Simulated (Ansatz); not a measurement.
Geometry optimisation, RKS B3LYP-D4/6-31G* (Ansatz).

Input:

```yaml
crystal:
  periodic: [false, false, false]
  atoms:
    - { symbol: Si, position_ang: [-0.459632, -0.137933, -0.446105] }
    - { symbol: H, position_ang: [-0.070229, 0.413013, 2.138934] }
    - { symbol: H, position_ang: [0.800492, -0.092445, 0.339242] }
    - { symbol: H, position_ang: [-0.449705, 1.020295, -1.387455] }
    - { symbol: F, position_ang: [-0.42553, -1.500979, -1.328288] }
    - { symbol: Si, position_ang: [-2.35794, -0.097133, 0.776479] }
    - { symbol: H, position_ang: [-3.508863, -0.424278, -0.112002] }
    - { symbol: H, position_ang: [-2.358274, -1.067565, 1.900468] }
    - { symbol: H, position_ang: [-2.57566, 1.271426, 1.315174] }
    - { symbol: H, position_ang: [-0.552758, 0.509599, 2.647652] }
basis:
  gaussian: { orbitals: "6-31G*" }
hamiltonian:
  xc: b3lyp
  dispersion: d4
relax:
  f_tol: 0.03
  max_steps: 50
```

Launched with:

```bash
$ ansatz run input.yaml --threads 1 --pin off --max-ram 2048MiB --backend cpu --events-out ev --progress --plain --runs-dir out
```

Question: Where does it end, and by what steps?

Answer: It converged. After 8 steps the energy has fallen by 0.244 eV; H2 moved furthest, 0.75 Å.

| step | energy less start (eV) | largest force component (eV/Å) | accepted |
| --- | --- | --- | --- |
| 0 | 0.0000 | 1.198 | yes |
| 1 | -0.1734 | 0.221 | yes |
| 2 | -0.2199 | 0.091 | yes |
| 3 | -0.2364 | 0.099 | yes |
| 4 | -0.2416 | 0.031 | yes |
| 5 | -0.2428 | 0.045 | yes |
| 6 | -0.2433 | 0.050 | yes |
| 7 | -0.2434 | 0.032 | yes |
| 8 | -0.2435 | 0.013 | yes |

```xyz
10
Properties=species:S:1:pos:R:3
Si -0.519 -0.176 -0.658
H 0.281 0.519 2.796
H 0.678 0.038 0.202
H -0.550 0.892 -1.696
F -0.358 -1.608 -1.404
Si -2.488 -0.132 0.615
H -3.681 -0.348 -0.249
H -2.475 -1.169 1.681
H -2.604 1.209 1.254
H -0.243 0.668 3.301
```

Run time: 29 s on 1 thread of Arm Neoverse V1, with other jobs on the host, peak memory 0.13 GiB.
